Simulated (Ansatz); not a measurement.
# C3H6OS: the cost of one run

Computed with Ansatz 0.2.0. Level: RKS PBE0-D4/def2-SVP.

**1. Where the work starts**

11 atoms, charge 0, spin multiplicity 1.

Atoms are counted from 1 here; the program's logs count them from 0.

Bond lengths: C1–C2 1.525 Å, C1–H6 1.107 Å, C1–H7 1.107 Å, C1–H8 1.107 Å, C2–C3 1.523 Å, C2–H9 1.112 Å, C2–H10 1.113 Å, C3–O4 1.212 Å, C3–S5 1.822 Å, S5–H11 1.361 Å. Angles: C2–C1–H6 110.9°, C2–C1–H7 111.0°, C2–C1–H8 110.8°, H6–C1–H7 107.1°, H6–C1–H8 108.5°, H7–C1–H8 108.4°, C1–C2–C3 112.6°, C1–C2–H9 111.9°, C1–C2–H10 111.7°, C3–C2–H9 107.8°, C3–C2–H10 107.4°, H9–C2–H10 105.1°, C2–C3–O4 124.9°, C2–C3–S5 112.3°, O4–C3–S5 122.9°, C3–S5–H11 93.4°.

Geometry (Å):

```mol
C3H6OS
  3D, bonds by distance, orders not assigned

 11 10  0  0  0  0  0  0  0  0999 V2000
   -0.7859    0.8068    1.0771 C   0  0
    0.2568   -0.1783    0.5604 C   0  0
    0.2497   -0.2958   -0.9577 C   0  0
   -0.4579    0.3511   -1.6990 O   0  0
    1.4443   -1.5332   -1.5602 S   0  0
   -0.6185    1.8172    0.6564 H   0  0
   -1.8068    0.4955    0.7819 H   0  0
   -0.7477    0.8763    2.1815 H   0  0
    0.1088   -1.1972    0.9815 H   0  0
    1.2860    0.1143    0.8666 H   0  0
    1.1366   -1.3137   -2.8680 H   0  0
  1  2  8  0
  1  6  8  0
  1  7  8  0
  1  8  8  0
  2  3  8  0
  2  9  8  0
  2 10  8  0
  3  4  8  0
  3  5  8  0
  5 11  8  0
M  END
```

This geometry comes from a loose relaxation at PBE in a small basis, which is not shown.

**3. Setting up the map**

- dihedral C2–C3–S5–H11: 9 values from −180 to 140 °, periodic
- dihedral C1–C2–C3–S5: 9 values from −180 to 140 °, periodic

Relaxed at each point: all other coordinates. Energies count from the relaxed molecule at the same level. Points are written as (first, second).

(The set-up runs are not shown.)

**4. Point (60°, −60°)**

Input file input.yaml:

```yaml
crystal:
  periodic: [false, false, false]
  atoms:
    - { symbol: C, position_ang: [-1.063326, 0.60637, 0.826597] }
    - { symbol: C, position_ang: [0.342419, 0.046951, 0.732496] }
    - { symbol: C, position_ang: [1.334456, -0.177367, -0.385725] }
    - { symbol: O, position_ang: [2.197034, 0.644186, -0.417884] }
    - { symbol: S, position_ang: [1.176234, -1.189785, -1.865509] }
    - { symbol: H, position_ang: [-0.832834, 1.681706, 0.863358] }
    - { symbol: H, position_ang: [-1.798529, 0.449464, 0.022384] }
    - { symbol: H, position_ang: [-1.450208, 0.414557, 1.836513] }
    - { symbol: H, position_ang: [0.062784, -1.019389, 0.770774] }
    - { symbol: H, position_ang: [0.996541, 0.135812, 1.614157] }
    - { symbol: H, position_ang: [0.670019, -1.622529, -3.039455] }
basis:
  gaussian: { orbitals: def2-SVP }
hamiltonian:
  xc: pbe0
  dispersion: d4
output:
  forces: true
relax:
  f_tol: 0.02
  max_steps: 50
  escape_saddle: false
  constraints: [{ sites: [1, 2, 4, 10] }, { sites: [0, 1, 2, 4] }]
scf:
  lower_state_search: "off"
```

Launch:

```console
> ansatz run input.yaml --threads 1 --pin off --max-ram 2560MiB --backend cpu --events-out ev --progress --plain --runs-dir out
```

Q: Estimate wall time and peak memory on 1 thread of Arm Neoverse V2, shared host.

About 23 s, with a peak of 0.19 GiB.
